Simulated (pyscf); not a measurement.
A first-order saddle from PySCF, ωB97X-D3(BJ)/def2-SVP:

```
C
C 1 1.3184
H 1 1.0882 2 132.71
H 2 1.0913 1 122.78 3 176.86
H 2 1.0931 4 120.15 1 -176.79
F 1 1.7054 3 103.11 2 143.09
B 6 1.5300 1 86.60 3 103.41
F 7 1.3434 6 109.90 1 -126.33
F 7 1.3468 8 118.28 6 125.96
H 7 1.2989 8 112.87 9 132.04
```

Surface: singlet, charge 0. Lowest wavenumbers (cm⁻¹): 930i, 60, 213, 326, 390.

Problem. Which two sides does it connect, and which bonds change?

Solution. F–B(F)–F + H₂C=CH₂ <-> H₂C=CH–F + F–BH–F, a four-centre exchange read from left to right: B–F, C–H broken and C–F, B–H formed. At ωB97M-D3(BJ)/def2-TZVP it lies +374.1 kJ/mol from the left side and +171.8 kJ/mol from the right (each side as separated species at their lowest minima found). The same reactants have a lower exit, to F–CH₂–CH₂–B(F)–F (barrier +136.6 kJ/mol at ωB97M-D3(BJ)/def2-TZVP, against +374.1 kJ/mol here). This is the saddle that the search found; another between the same sides may lie lower.
